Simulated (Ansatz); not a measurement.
Species: HS, SMILES `[SH]` (charge 0, multiplicity 2).

Problem. Give a relaxed geometry from r2SCAN-D4/def2-SVP (Ansatz, a quantum-chemistry and plane-wave program).

Solution. the end point of this relaxation (outside a Z-matrix the atoms follow the SMILES, hydrogens last).
Bonds (Å): S1–H2 1.353.
